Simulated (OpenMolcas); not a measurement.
# C2H8N2 (1,2-dimethylhydrazine) at HF/ANO-S-VDZP (Cholesky decomposition)

Aim: the vertical electron affinity of C2H8N2 (1,2-dimethylhydrazine) at HF/ANO-S-VDZP (Cholesky decomposition), from 2 runs. 

Program for the calculation: OpenMolcas 26.06.

### Step 1. Starting point

C2H8N2 has 12 atoms, charge 0, and is taken as a singlet. SMILES: `CNNC`. The shape is that of a GFN2-xTB optimisation. This is one conformer, not always the lowest.

Bond lengths: C1–N2 1.457 Å, N2–N3 1.409 Å, N3–C4 1.456 Å, C1–H5 1.098 Å, C1–H6 1.088 Å, C1–H7 1.091 Å, N2–H8 1.017 Å, N3–H9 1.017 Å, C4–H10 1.099 Å, C4–H11 1.091 Å, C4–H12 1.088 Å. Some angles: C1–N2–N3 116.8°, N2–N3–C4 116.8°, C1–N2–H8 110.1°, N3–N2–H8 107.4°, N2–C1–H5 114.7°, N2–C1–H6 107.6°, N2–C1–H7 108.4°, N2–N3–H9 107.4°, C4–N3–H9 110.1°, N3–C4–H10 114.7°.

### Step 2. The energy at HF/ANO-S-VDZP (Cholesky decomposition)

File job.input:

```
&gateway
  coord
  12
  angstrom
  C       -1.110020       0.997050      -0.221620
  N       -0.864130      -0.071800       0.736770
  N        0.477080      -0.462720       0.923380
  C        1.224170      -0.839550      -0.268640
  H       -0.875310       0.742120      -1.263930
  H       -2.163920       1.261090      -0.158000
  H       -0.516310       1.865090       0.069560
  H       -1.390760      -0.902780       0.477500
  H        0.951060       0.295740       1.408280
  H        1.392400      -0.021540      -0.982890
  H        0.685090      -1.641470      -0.775170
  H        2.190640      -1.221240       0.054750
  basis=ANO-S-VDZP
  group=NoSym

&seward
  low

&scf
  prorbitals=0
```

Launch:

```console
export MOLCAS_MEM=1860
pymolcas job.input > job.log
```

Log:

```text
--- Start Module: gateway ---
[...]
--- Stop Module: gateway /rc=_RC_ALL_IS_WELL_ ---
--- Start Module: seward ---
[...]
      Basis functions           96
--- Stop Module: seward /rc=_RC_ALL_IS_WELL_ ---
[...]
--- Start Module: scf ---
[...]
       Convergence after  11 Iterations
[...]
::    Total SCF energy                               -189.2751854112
[...]
      Total spin, S                                     0.0000000000
[...]
      Total electronic charge=   34.000000
      Total            charge=   -0.000000
[...]
      Dipole Moment (debye):
      Origin of the operator (angstrom)=   -0.0628   -0.0868    0.2694
                   X=  4.3738E-01               Y=  6.0453E-01               Z= -1.8779E+00           Total=  2.0207E+00
      Quadrupole Moment (debye*angstrom):
[...]
--- Stop Module: scf /rc=_RC_ALL_IS_WELL_ ---
[...]
```

It took 12 s on 1 thread of Arm Neoverse N1, shared host; peak memory 0.08 GiB.

### Step 3. The doublet anion, same level

File job.input:

```
&GATEWAY
Coord
12
angstrom
C       -1.110020       0.997050      -0.221620
N       -0.864130      -0.071800       0.736770
N        0.477080      -0.462720       0.923380
C        1.224170      -0.839550      -0.268640
H       -0.875310       0.742120      -1.263930
H       -2.163920       1.261090      -0.158000
H       -0.516310       1.865090       0.069560
H       -1.390760      -0.902780       0.477500
H        0.951060       0.295740       1.408280
H        1.392400      -0.021540      -0.982890
H        0.685090      -1.641470      -0.775170
H        2.190640      -1.221240       0.054750
Basis = ANO-S-VDZP
Group = NoSym
&SEWARD
Low
&SCF
UHF
Charge = -1
Spin = 2
PrOrbitals = 0
```

Launch:

```console
export MOLCAS_MEM=1860
pymolcas job.input > job.log
```

Log:

```text
--- Start Module: gateway ---
[...]
--- Stop Module: gateway /rc=_RC_ALL_IS_WELL_ ---
--- Start Module: seward ---
[...]
      Basis functions           96
--- Stop Module: seward /rc=_RC_ALL_IS_WELL_ ---
[...]
--- Start Module: scf ---
[...]
       Convergence after  17 Iterations
[...]
::    Total SCF energy                               -189.1620709244
[...]
      Total spin, S                                     0.5006620977
[...]
      Total electronic charge=   35.000000
      Total            charge=   -1.000000
[...]
      Dipole Moment (debye):
      Origin of the operator (angstrom)=   -0.0628   -0.0868    0.2694
                   X= -3.0234E-01               Y= -4.2633E-01               Z=  1.3174E+00           Total=  1.4173E+00
      Center of Charge (angstrom)
[...]
--- Stop Module: scf /rc=_RC_ALL_IS_WELL_ ---
[...]
```

Wall time 25 s (1 thread of Arm Neoverse N1, shared host); peak memory 0.08 GiB.

### Step 4. Outcome

At HF/ANO-S-VDZP (Cholesky decomposition):

| quantity | value |
| --- | --- |
| singlet C2H8N2: total energy | -189.27519 Eh |
| singlet C2H8N2: dipole moment | 2.02 D |
| singlet C2H8N2: HOMO energy | -9.80 eV |
| singlet C2H8N2: LUMO energy | 3.15 eV |
| singlet C2H8N2: HOMO–LUMO gap | 12.94 eV |
| doublet anion: total energy | -189.16207 Eh |
| doublet anion: HOMO energy (highest over α and β) | 3.00 eV |
| doublet anion: LUMO energy (lowest over α and β) | 7.32 eV |
| doublet anion: ⟨S²⟩ | 0.751 |
| vertical electron affinity (to the doublet anion) | -3.078 eV |

**Reading.** The anion lies 3.08 eV (71 kcal/mol) above the neutral: the electron isn't bound at this level, and such a value depends on the basis. Without diffuse functions anions come out too high. Hartree–Fock misses the correlation that binds many anions. Mulliken charges (singlet C2H8N2) run from -0.12 on N2 to +0.09 on H8; they depend strongly on the basis. The HOMO (doublet anion) lies at positive energy, 3.00 eV: the electron is unbound at this level or held by a compact basis; values depend on the basis.
